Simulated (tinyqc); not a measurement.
Worked calculation (part 2 of 2): UKS/LDA (VWN5) in the sto-6g basis, for OH+, spin multiplicity 3. Computed by tinyqc, a small Python program that keeps every step (integrals from PySCF). Command: `OMP_NUM_THREADS=1 python tinyqc.py 28988 28989 out.jsonl` (the two numbers bound the seeds that draw the settings). One thread of a shared host (Intel(R) Xeon(R) Processor @ 2.60GHz), about 2 s of CPU time with the checks.

Geometry (angstrom):
```
atom         x         y         z
O     0.000000  0.000000  0.000000
H     0.000000  0.000000  1.621000
```

## Iteration 2: diagonalisation and new density

F(alpha) (hartree):
```
             1O 1s      1O 2s     1O 2px     1O 2py     1O 2pz      2H 1s
1O 1s   -19.041841  -4.695104   0.003302   0.004599  -0.009751  -0.242796
1O 2s    -4.695104  -2.259058   0.016808   0.023373  -0.080261  -0.295338
1O 2px    0.003302   0.016808  -0.584704   0.004785   0.010999   0.002223
1O 2py    0.004599   0.023373   0.004785  -0.575804   0.026257   0.003858
1O 2pz   -0.009751  -0.080261   0.010999   0.026257  -0.548765  -0.212850
2H 1s    -0.242796  -0.295338   0.002223   0.003858  -0.212850  -0.650100
```

F(beta) (hartree):
```
             1O 1s      1O 2s     1O 2px     1O 2py     1O 2pz      2H 1s
1O 1s   -19.003544  -4.669601   0.002224   0.003075  -0.008795  -0.241573
1O 2s    -4.669601  -2.128784   0.008184   0.011402  -0.073234  -0.285139
1O 2px    0.002224   0.008184  -0.428104   0.000056  -0.000278   0.000898
1O 2py    0.003075   0.011402   0.000056  -0.428266  -0.000621   0.001333
1O 2pz   -0.008795  -0.073234  -0.000278  -0.000621  -0.462449  -0.207385
2H 1s    -0.241573  -0.285139   0.000898   0.001333  -0.207385  -0.657293
```

X:
```
                1          2          3         4          5         6
1O 1s   -0.591953   0.547023   0.000000  0.000000  -0.459714  0.442991
1O 2s    0.786822  -0.281206   0.000000  0.000000  -0.260410  0.566245
1O 2px   0.000000   0.000000   0.998969  0.045400   0.000000  0.000000
1O 2py   0.000000   0.000000  -0.045400  0.998969   0.000000  0.000000
1O 2pz   0.323386   0.684609   0.000000  0.000000   0.632788  0.232910
2H 1s   -0.587480  -0.550959   0.000000  0.000000   0.462769  0.440226
```

Diagonalise F' = X^T F X, C = X C', fill 5 alpha and 3 beta electrons from the bottom; D(s) = C_occ C_occ^T. Each column has its largest component positive (the first on a tie).

F' = X^T F X (alpha) (hartree):
```
           1          2          3          4          5          6
1  -3.831206   3.699427   0.012513   0.022484  -3.812603   4.142667
2   3.699427  -4.647681   0.002846   0.011935   4.521149  -4.991271
3   0.012513   0.002846  -0.585119   0.004362   0.001629   0.013458
4   0.022484   0.011935   0.004362  -0.575389   0.010285   0.023721
5  -3.812603   4.521149   0.001629   0.010285  -5.578596   5.609475
6   4.142667  -4.991271   0.013458   0.023721   5.609475  -7.281093
```

orbital energies (alpha) (hartree): MO1 -19.047017, MO2 -1.179931, MO3 -0.666381, MO4 -0.586705, MO5 -0.575431, MO6 -0.443620

coefficients C (alpha):
```
              MO1        MO2        MO3        MO4        MO5        MO6
1O 1s    0.995790  -0.247817   0.064148  -0.003549  -0.004167  -0.007973
1O 2s    0.017690   0.995783  -0.300541   0.015600   0.007590   0.063955
1O 2px  -0.000194  -0.029118  -0.024057   0.910918   0.404826   0.070128
1O 2py  -0.000271  -0.042571  -0.104672  -0.411911   0.888818   0.166019
1O 2pz   0.000916   0.128164   0.508798  -0.005497  -0.097506   0.862030
2H 1s   -0.002013   0.092792   0.768685  -0.018920   0.206411  -0.643575
```

F' = X^T F X (beta) (hartree):
```
           1          2          3          4          5          6
1  -3.761791   3.687231   0.004221   0.006365  -3.808086   4.201481
2   3.687231  -4.599183  -0.001646  -0.002761   4.558057  -4.983331
3   0.004221  -0.001646  -0.428110   0.000063  -0.002722   0.005568
4   0.006365  -0.002761   0.000063  -0.428260  -0.004287   0.008522
5  -3.808086   4.558057  -0.002722  -0.004287  -5.525191   5.590017
6   4.201481  -4.983331   0.005568   0.008522   5.590017  -7.206992
```

orbital energies (beta) (hartree): MO1 -19.008124, MO2 -1.055693, MO3 -0.645425, MO4 -0.428238, MO5 -0.427831, MO6 -0.384216

coefficients C (beta):
```
              MO1        MO2        MO3        MO4        MO5        MO6
1O 1s    0.996058  -0.243438   0.076084  -0.001521  -0.005894  -0.001275
1O 2s    0.016602   0.979220  -0.354713   0.006763   0.025880   0.030482
1O 2px  -0.000126  -0.012064   0.009426  -0.641882   0.766570  -0.011108
1O 2py  -0.000175  -0.016795   0.013198   0.766720   0.641270  -0.021371
1O 2pz   0.000831   0.126294   0.349359   0.007964   0.018027   0.943157
2H 1s   -0.001882   0.150159   0.870949  -0.007636  -0.022339  -0.524388
```

D(alpha) after iteration 2:
```
            1O 1s      1O 2s     1O 2px     1O 2py     1O 2pz      2H 1s
1O 1s    1.057157  -0.248522   0.000559   0.001324   0.002215   0.023517
1O 2s   -0.248522   1.082522  -0.004485  -0.010618  -0.026100  -0.137384
1O 2px   0.000559  -0.004485   0.995082  -0.011643  -0.060453   0.045133
1O 2py   0.001324  -0.010618  -0.011643   0.972438  -0.143114   0.106846
1O 2pz   0.002215  -0.026100  -0.060453  -0.143114   0.284840   0.382974
2H 1s    0.023517  -0.137384   0.045133   0.106846   0.382974   0.642454
```

D(beta) after iteration 2:
```
            1O 1s      1O 2s     1O 2px     1O 2py     1O 2pz      2H 1s
1O 1s    1.057182  -0.248831   0.003528   0.004918  -0.003337   0.027836
1O 2s   -0.248831   1.084968  -0.015159  -0.021130  -0.000239  -0.161930
1O 2px   0.003528  -0.015159   0.000234   0.000327   0.001769   0.006398
1O 2py   0.004918  -0.021130   0.000327   0.000456   0.002490   0.008973
1O 2pz  -0.003337  -0.000239   0.001769   0.002490   0.138002   0.323236
2H 1s    0.027836  -0.161930   0.006398   0.008973   0.323236   0.781104
```

## Iteration 10 (converged): orbitals

converged F(alpha) (hartree):
```
             1O 1s      1O 2s     1O 2px     1O 2py     1O 2pz      2H 1s
1O 1s   -19.356405  -4.763152   0.000000   0.000000  -0.006368  -0.246250
1O 2s    -4.763152  -2.445169   0.000000   0.000000  -0.046883  -0.304035
1O 2px    0.000000   0.000000  -0.766341   0.000000   0.000000   0.000000
1O 2py    0.000000   0.000000   0.000000  -0.766341   0.000000   0.000000
1O 2pz   -0.006368  -0.046883   0.000000   0.000000  -0.734941  -0.212134
2H 1s    -0.246250  -0.304035   0.000000   0.000000  -0.212134  -0.556187
```

converged F(beta) (hartree):
```
             1O 1s      1O 2s     1O 2px     1O 2py     1O 2pz      2H 1s
1O 1s   -19.313428  -4.734272   0.000000   0.000000  -0.005813  -0.244872
1O 2s    -4.734272  -2.298575   0.000000   0.000000  -0.044715  -0.295063
1O 2px    0.000000   0.000000  -0.596822   0.000000   0.000000   0.000000
1O 2py    0.000000   0.000000   0.000000  -0.596822   0.000000   0.000000
1O 2pz   -0.005813  -0.044715   0.000000   0.000000  -0.634605  -0.209943
2H 1s    -0.244872  -0.295063   0.000000   0.000000  -0.209943  -0.616448
```

As before.

F' = X^T F X (alpha) (hartree):
```
           1          2          3          4          5          6
1  -3.959263   3.807102   0.000000   0.000000  -3.902182   4.116947
2   3.807102  -4.805812   0.000000   0.000000   4.469251  -5.086793
3   0.000000   0.000000  -0.766341   0.000000   0.000000   0.000000
4   0.000000   0.000000   0.000000  -0.766341   0.000000   0.000000
5  -3.902182   4.469251   0.000000   0.000000  -5.737410   5.727743
6   4.116947  -5.086793   0.000000   0.000000   5.727743  -7.424569
```

orbital energies (alpha) (hartree): MO1 -19.361374, MO2 -1.349091, MO3 -0.766341, MO4 -0.766341, MO5 -0.758051, MO6 -0.458538

coefficients C (alpha):
```
              MO1        MO2       MO3        MO4        MO5        MO6
1O 1s    0.995892  -0.252097  0.000000   0.000000   0.030543   0.030544
1O 2s    0.017274   1.017930  0.000000   0.000000  -0.140902  -0.174009
1O 2px   0.000000   0.000000  0.997676  -0.068129   0.000000   0.000000
1O 2py   0.000000   0.000000  0.068129   0.997676  -0.000001   0.000000
1O 2pz   0.000688   0.074685  0.000000   0.000001   0.900790  -0.459276
2H 1s   -0.001929   0.034669  0.000000   0.000000   0.306366   0.980601
```

F' = X^T F X (beta) (hartree):
```
           1          2          3          4          5          6
1  -3.897935   3.777868   0.000000   0.000000  -3.884849   4.194733
2   3.777868  -4.761634   0.000000   0.000000   4.527622  -5.066356
3   0.000000   0.000000  -0.596822   0.000000   0.000000   0.000000
4   0.000000   0.000000   0.000000  -0.596822   0.000000   0.000000
5  -3.884849   4.527622   0.000000   0.000000  -5.686703   5.691951
6   4.194733  -5.066356   0.000000   0.000000   5.691951  -7.354733
```

orbital energies (beta) (hartree): MO1 -19.317742, MO2 -1.208725, MO3 -0.695215, MO4 -0.596822, MO5 -0.596822, MO6 -0.479323

coefficients C (beta):
```
              MO1        MO2        MO3       MO4        MO5        MO6
1O 1s    0.996192  -0.249172   0.044490  0.000000   0.000000   0.027482
1O 2s    0.016051   1.008792  -0.210928  0.000000   0.000000  -0.155574
1O 2px   0.000000   0.000000   0.000000  0.537075   0.843535   0.000000
1O 2py   0.000000   0.000000   0.000000  0.843535  -0.537075   0.000000
1O 2pz   0.000629   0.077737   0.741203  0.000000   0.000000  -0.687394
2H 1s   -0.001791   0.072408   0.558257  0.000000   0.000000   0.860085
```

D(alpha) after iteration 10:
```
            1O 1s      1O 2s    1O 2px    1O 2py     1O 2pz      2H 1s
1O 1s    1.056287  -0.243717  0.000000  0.000000   0.009370  -0.001303
1O 2s   -0.243717   1.056333  0.000000  0.000000  -0.050887  -0.007910
1O 2px   0.000000   0.000000  1.000000  0.000000   0.000000   0.000000
1O 2py   0.000000   0.000000  0.000000  1.000000   0.000000   0.000000
1O 2pz   0.009370  -0.050887  0.000000  0.000000   0.817001   0.278559
2H 1s   -0.001303  -0.007910  0.000000  0.000000   0.278559   0.095065
```

D(beta) after iteration 10:
```
            1O 1s      1O 2s    1O 2px    1O 2py     1O 2pz      2H 1s
1O 1s    1.056465  -0.244757  0.000000  0.000000   0.014233   0.005011
1O 2s   -0.244757   1.062409  0.000000  0.000000  -0.077910  -0.044737
1O 2px   0.000000   0.000000  0.000000  0.000000   0.000000   0.000000
1O 2py   0.000000   0.000000  0.000000  0.000000   0.000000   0.000000
1O 2pz   0.014233  -0.077910  0.000000  0.000000   0.555425   0.419410
2H 1s    0.005011  -0.044737  0.000000  0.000000   0.419410   0.316897
```

Within a degenerate level the vectors are fixed only up to a rotation; this is one choice.

## Convergence

Stop when the energy changes by less than 1e-08 hartree and every element of the error matrix X^T (F D S - S D F) X (for each spin) is below 3e-05.

Course of the cycle:
```
iteration   E (hartree)     change  largest element of the error matrix
1          -59.81996778          -                             3.70e+00
2          -74.27781090  -1.45e+01                             1.06e-01
3          -73.86793456   4.10e-01                             3.26e-01
4          -74.37916067  -5.11e-01                             1.56e-02
5          -74.38092001  -1.76e-03                             1.08e-02
6          -74.38149590  -5.76e-04                             3.89e-03
7          -74.38158187  -8.60e-05                             5.50e-04
8          -74.38158382  -1.95e-06                             4.45e-05
9          -74.38158383  -1.47e-08                             2.60e-06
10         -74.38158383  -4.31e-11                             1.68e-07
```

PySCF UKS in the same basis, fine grid, after a stability check = -74.36639122 hartree

Converged in 10 iterations. The coarse grid moves the energy by -1.52e-02 hartree.

## Populations, bond orders and dipole

overlap S:
```
           1O 1s     1O 2s    1O 2px    1O 2py    1O 2pz     2H 1s
1O 1s   1.000000  0.231145  0.000000  0.000000  0.000000  0.011945
1O 2s   0.231145  1.000000  0.000000  0.000000  0.000000  0.162706
1O 2px  0.000000  0.000000  1.000000  0.000000  0.000000  0.000000
1O 2py  0.000000  0.000000  0.000000  1.000000  0.000000  0.000000
1O 2pz  0.000000  0.000000  0.000000  0.000000  1.000000  0.162597
2H 1s   0.011945  0.162706  0.000000  0.000000  0.162597  1.000000
```

Mulliken: Z minus the diagonal of D S on the atom; Loewdin: the same with S^(1/2) D S^(1/2); Mayer order: 2 sum_s sum (D(s) S)_ij (D(s) S)_ji over the two atoms.

Charges (e):
```
atom  Mulliken   Loewdin  Mulliken spin
1O    0.516929  0.532996       2.238817
2H    0.483071  0.467004      -0.238817
```

Mayer bond orders:
```
pair     order
2-1   0.709608
```

dipole moment about the origin, x y z (debye): 0.000000  0.000000  3.977744

<S^2> of the determinant (pure state: 2) = 2.073701
